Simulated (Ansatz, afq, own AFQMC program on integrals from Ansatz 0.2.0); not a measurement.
**H$_{2}$Br, doublet: AFQMC among the cluster methods**

```xyz
3

Br    0.0000    0.0000   -1.3523
H     0.0000    0.0000    0.2647
H     0.0000    0.0000    1.0877
```

Basis cc-pVTZ. Only valence electrons are correlated. AFQMC by an in-house program on the Cholesky factors that Ansatz 0.2.0 writes for its CCSD(T) run. ph-AFQMC/CISD is guided by a CISD state made of CCSD amplitudes; releasing the constraint for a short imaginary time cuts its bias at the price of noise, slowly where states lie close. ± is one standard error of the sampling. No spin–orbit coupling.

Determinant: UHF, the one that the program's search chose, which needn't be the lowest solution. The geometry is a point of a scan.

No full CI on the walks' own integrals is used here; CCSDT(Q) serves as the reference and is uncertain by about the last step of the cluster series.

Cautions: no relativity below Rb; no spin-orbit coupling; inner d shell frozen; the released energies move by 1.5 errors or more from one time to the next, so no released level is given (meV from the phaseless value at times in 1/Eh: -5.6 ± 1.9 at 0.24, -8.0 ± 1.7 at 0.51, -9.9 ± 1.8 at 0.99, -8.7 ± 2.0 at 1.62, -13 ± 3 at 2.40), though the last usable value meets CCSDT(Q) within the noise.

- T1 diagnostic: 0.0125
- weight of the determinant in the CISD state: 0.911
- ⟨S²⟩ of the determinant: 0.783
- size of the correlated space: 9 electrons in 57 orbitals

```json
{"level": "MP2", "correlation energy (eV)": "-4.9156"}
{"level": "CCSD", "correlation energy (eV)": "-5.6039"}
{"level": "CCSD(T)", "correlation energy (eV)": "-5.7814"}
```

Problem. Estimate where phaseless AFQMC with a CISD trial lies against CCSD(T) on the same integrals.

Solution. 1.4 ± 0.4 kJ/mol below CCSD(T).

Reference: CCSDT(Q), correlation energy -5.805 eV.

```tsv
level	E − E(reference) (kJ/mol)	share of correlation (%)
CCSD(T)	2.3	99.59
CCSDT	0.6	99.90
ph-AFQMC/CISD	0.9 ± 0.4	99.84
```

A walk keeps the symmetry of its determinant, which the program's search chose and which needn't be the lowest solution, so a lower state of the same spin and another symmetry isn't excluded.
